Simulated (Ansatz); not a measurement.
# C₆H₆: a ladder of functionals and wavefunction methods

An exercise on one series of results from a longer session: the logs are not shown, and one member is left open.

Method: functionals in def2-TZVPP, the program's frozen cores in correlated methods; program: Ansatz 0.2.0, Gaussian basis.

Plan: LDA (SPW92), PBE-D4, revPBE-D4, BLYP-D4, r2SCAN-D4, B97M-V, PBE0-D4, B3LYP-D4, r2SCANh-D4, r2SCAN0-D4, HSE06-D4, BHLYP-D4, CAM-B3LYP-D4, LC-ωPBE, ωB97X-V, ωB97M-V, B2PLYP, PBE-QIDH; CCSD(T)/def2-SVP; CCSD(T)/def2-TZVPP; MP2/def2-QZVPP; extrapolation to the limit; RPA on PBE.

## Structure used throughout

The geometry comes from an earlier relaxation with PBE0-D4 in a triple-zeta def2 set; it is a stationary point, not always the lowest conformer.

SMILES `C1=CC2C=CC12`, 12 atoms, charge 0, spin multiplicity 1.

Atoms are counted from 1 here; the program's logs count them from 0.

Bond lengths: C1–C2 1.333 Å, C1–C6 1.518 Å, C1–H7 1.083 Å, C2–C3 1.518 Å, C2–H8 1.083 Å, C3–C4 1.518 Å, C3–C6 1.562 Å, C3–H9 1.090 Å, C4–C5 1.333 Å, C4–H10 1.083 Å, C5–C6 1.518 Å, C5–H11 1.083 Å, C6–H12 1.090 Å. Angles: C2–C1–C6 94.3°, C2–C1–H7 133.7°, C6–C1–H7 131.8°, C1–C2–C3 94.3°, C1–C2–H8 133.7°, C3–C2–H8 131.8°, C2–C3–C4 117.0°, C2–C3–C6 85.7°, C2–C3–H9 118.8°, C4–C3–C6 85.7°, C4–C3–H9 118.8°, C6–C3–H9 121.0°, C3–C4–C5 94.3°, C3–C4–H10 131.8°, C5–C4–H10 133.7°, C4–C5–C6 94.3°, C4–C5–H11 133.7°, C6–C5–H11 131.8° and more.

The first run:

in.yaml reads:

```yaml
crystal:
  periodic: [false, false, false]
  atoms:
    - {symbol: C, position_ang: [-0.749738, -1.258171, 0.225772]}
    - {symbol: C, position_ang: [0.387836, -1.114728, 0.905668]}
    - {symbol: C, position_ang: [0.434499, 0.393022, 0.733766]}
    - {symbol: C, position_ang: [1.011286, 0.921716, -0.567301]}
    - {symbol: C, position_ang: [-0.126416, 0.778491, -1.247029]}
    - {symbol: C, position_ang: [-0.898364, 0.224972, -0.062650]}
    - {symbol: H, position_ang: [-1.338378, -2.115978, -0.076879]}
    - {symbol: H, position_ang: [1.077611, -1.811361, 1.367008]}
    - {symbol: H, position_ang: [0.482138, 1.021720, 1.623220]}
    - {symbol: H, position_ang: [2.011260, 1.238320, -0.838858]}
    - {symbol: H, position_ang: [-0.404951, 0.934031, -2.282473]}
    - {symbol: H, position_ang: [-1.809784, 0.732766, 0.253754]}
basis:
  gaussian: {orbitals: def2-TZVPP}
hamiltonian: {xc: lda}
output: {orbitals: {seedname: orbitals}}
```

Started as:

```console
> ansatz run in.yaml --threads 4 --pin off --events-out ev --progress --plain --max-ram 10444MiB
```

Steps of the session up to this table: LDA; PBE-D4 (GGA); revPBE-D4 (GGA); BLYP-D4 (GGA); r2SCAN-D4 (meta-GGA); B97M-V (meta-GGA); B3LYP-D4 (hybrid); r2SCANh-D4 (hybrid); r2SCAN0-D4 (hybrid); HSE06-D4 (hybrid); BHLYP-D4 (hybrid); CAM-B3LYP-D4 (range-separated); LC-ωPBE (range-separated); ωB97X-V (range-separated); ωB97M-V (range-separated); B2PLYP (double hybrid); PBE-QIDH (double hybrid).

One of the session's tables, all rows but one given; the rest of the session is left out.

It belongs to the step «Frontier levels by functional». 

```
  functional  HOMO (eV)  gap (eV)
 LDA (SPW92)      -6.16      4.62
      PBE-D4      -5.97      4.65
   revPBE-D4      -5.90      4.67
     BLYP-D4          ?         ?
   r2SCAN-D4      -6.13      5.02
      B97M-V      -6.13      5.07
     PBE0-D4      -7.05      6.73
    B3LYP-D4      -6.81      6.26
  r2SCANh-D4      -6.55      5.80
  r2SCAN0-D4      -7.17      6.96
    HSE06-D4      -6.65      5.94
    BHLYP-D4      -7.95      8.71
CAM-B3LYP-D4      -8.36      9.18
     LC-ωPBE      -9.78     11.78
     ωB97X-V      -9.37     11.27
     ωB97M-V      -9.28     11.04
```

Estimate the missing values for BLYP-D4.

Worked estimate for «HOMO (eV)». Against the share of exact exchange, B3LYP-D4 (0.2, -6.81), BHLYP-D4 (0.5, -7.95) give a slope of -3.80 per unit share; at 0 the line stands at -6.05.

As computed: HOMO (eV): -5.78; gap (eV): 4.60. In «HOMO (eV)» the line misses by -0.27.
